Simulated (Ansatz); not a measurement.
A run of Ansatz (development build ahead of 0.2.0) on singlet PN at this shape:

```xyz
2

P     0.0000    0.0000    0.0000
N     0.0000    0.0000    2.2350
```

Its results:

| Item | Value |
| --- | --- |
| Converged | yes |
| Total energy | -395.68183 hartree |
| Spin squared of the determinant | 1.922 |
| Stability test | minimum |

Forces (eV/Å):
```csv
atom,Fx,Fy,Fz
P1,0.000,0.000,3.032
N2,0.000,0.000,-3.032
```

Task: Which input gives this output? Name the method, the orbitals and the basis set, and write the input.

Result: PBE0 (unrestricted) in 6-31G.

```yaml
crystal:
  periodic: [false, false, false]
  atoms:
    - { symbol: P, position_ang: [0.0, 0.0, 0.0] }
    - { symbol: "N", position_ang: [0.0, 0.0, 2.235] }
basis:
  gaussian: { orbitals: "6-31G" }
magnetization:
  spin_polarized: true
hamiltonian:
  xc: pbe0
output:
  forces: true
```

Caution: the unrestricted determinant is a mixture of spin states.
